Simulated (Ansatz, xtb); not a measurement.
**Relative energy of two structures of CH2AlN**

Structure a: `N#[C][AlH2]`, a singlet. Structure b: a singlet given by its coordinates. Both are isolated molecules in the gas phase, relaxed with BLYP-D3(BJ)/def2-SVP.

a (Å):

```xyz
5

C    -2.0837    2.0553    0.3209
Al   -0.4442    1.0457    0.6395
N    -3.0729    2.6619    0.1302
H     0.2262    0.3417   -0.6087
H     0.1009    1.0011    2.1241
```

b (Å):

```yaml
atoms:
  - { symbol: C, position_ang: [-0.9831, 1.6443, -0.0694] }
  - { symbol: Al, position_ang: [-1.3483, 0.5805, 2.8026] }
  - { symbol: N, position_ang: [-1.1324, 1.2091, 1.1061] }
  - { symbol: H, position_ang: [-1.7505, 2.2760, -0.5911] }
  - { symbol: H, position_ang: [-0.0707, 1.4354, -0.6891] }
```

Close contacts (Å): C1–N3 1.26, Al2–N3 1.82, C1–H4 1.12, C1–H5 1.12.

Q: Estimate which is lower in electronic energy at CCSD(T)/def2-TZVPP, and by roughly how much.

A: The CCSD(T)/def2-TZVPP calculation puts structure a lower, by 0.272 eV.

Level by level:

```
               level              geometry  E(b) − E(a) (eV)  departure from the last row (eV)  job, with rough time for the two
            GFN2-xTB              GFN2-xTB              +0.550                            +0.278              optimisation, 0.45 s
           HF/STO-3G              GFN2-xTB              +1.751                            +1.479              single point, 0.98 s
  r2SCAN-D4/def2-SVP              GFN2-xTB              +0.026                            −0.246               single point, 6.2 s
BLYP-D3(BJ)/def2-SVP  BLYP-D3(BJ)/def2-SVP              −0.047                            −0.318                optimisation, 27 s
       HF/def2-TZVPP  BLYP-D3(BJ)/def2-SVP              +0.380                            +0.108           part of the CCSD(T) run
      MP2/def2-TZVPP  BLYP-D3(BJ)/def2-SVP              +0.444                            +0.172           part of the CCSD(T) run
  CCSD(T)/def2-TZVPP  BLYP-D3(BJ)/def2-SVP              +0.272                                                  single point, 52 s
```

BLYP-D3(BJ)/def2-SVP puts the two in the other order. The largest departure from CCSD(T)/def2-TZVPP is that of HF/STO-3G, 1.479 eV.

With harmonic frequencies from BLYP-D3(BJ)/def2-SVP (ideal gas, rigid rotor, one conformer each, 298.15 K, 1 atm): the zero-point term adds +0.190 eV; ΔH is +0.455 and ΔG +0.467 eV.

The correlated steps freeze 7 core orbitals. Run with Ansatz 0.2.0, xtb 6.7.1; the last row on 1 thread of AMD EPYC (Zen 3) on a shared host.
